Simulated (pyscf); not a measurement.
A first-order saddle from PySCF, ωB97X-D3(BJ)/def2-SVP:

```xyz
10

Sn    -0.2288    -0.0861     0.3052
O      0.0020     1.2412     1.8625
O      1.6004    -0.5794    -0.2198
O     -1.2610     0.8168    -1.1088
O     -1.1343    -1.7938     0.6745
H     -0.8302     1.7235     2.0182
H      2.2128     0.1663    -0.1809
H     -1.7815     0.1836    -1.6217
H     -0.5089    -2.4725     0.9615
H      0.8597     1.9536     2.7463
```
Charge 0, spin multiplicity 2.

Surface: doublet, charge 0. Lowest wavenumbers (cm⁻¹): 1526i, 82, 100, 114, 137.

Question: What reaction is this the transition state of?

Answer: HO–Sn(OH)(OH)–OH + H atom (H•) <-> HO–Sn•(OH)–OH + water (H₂O), a substitution at O read from left to right: O–Sn broken and H–O formed. At ωB97M-D3(BJ)/def2-TZVP it lies +9.6 kcal/mol from the left side and +42.1 kcal/mol from the right (each side as separated species at their lowest minima found). On the product side the descent ends in an adduct with a O–Sn contact (not fully relaxed), 13.0 kcal/mol under the separated species and 53.1 kcal/mol under the saddle at ωB97X-D3(BJ)/def2-TZVP. What is counted as broken (O–Sn) persists as a longer contact in the product adduct; parting that adduct is a step of its own. At ωB97X-D3(BJ)/def2-TZVP the barrier from the zero used here is 11.9 kcal/mol. One saddle was located; it need not be the lowest between these sides. The angle at the attacked O is 149°. Elements past Kr carry the def2 core potentials, without spin-orbit coupling.
